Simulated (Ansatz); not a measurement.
Litharge PbO was calculated with B3LYP (VWN-RPA form) (Ansatz, a program for electronic structure, plane waves, PAW).

Settings: plane-wave cutoff 460 eV, 6×6×6 k mesh, Fermi–Dirac smearing 0.01 eV, scalar-relativistic PAW data made under PBE.

Cell (relaxed at this level):

```cif
data_O2Pb2
_chemical_formula_sum 'Pb2 O2'
_space_group_name_H-M_alt 'P 1'
_space_group_IT_number 1
_cell_length_a 4.04674
_cell_length_b 4.04674
_cell_length_c 6.60250
_cell_angle_alpha 90.000
_cell_angle_beta 90.000
_cell_angle_gamma 90.000
loop_
_space_group_symop_operation_xyz
  'x, y, z'
loop_
_atom_site_label
_atom_site_type_symbol
_atom_site_fract_x
_atom_site_fract_y
_atom_site_fract_z
_atom_site_occupancy
Pb1 Pb 0.50000 0.00000 0.82073 1
Pb2 Pb 0.00000 0.50000 0.17927 1
O1 O 0.50000 0.50000 0.00000 1
O2 O 0.00000 0.00000 0.00000 1
```

Give the computed band gap.


* **band gap**: 3.09 eV (on the SCF k mesh)

Note: the cell comes from a level without a dispersion term, which matters for the spacing of layers, chains or molecules; the cell has widely spaced layers and the level no dispersion term, so their spacing and the moduli can rest on weak binding.

Spin–orbit coupling is not included; with these elements it can move the gap by several tenths of an eV or more.

Static lattice: no zero-point or thermal effects.

The result took about 2.5 core-hours (a rough figure).
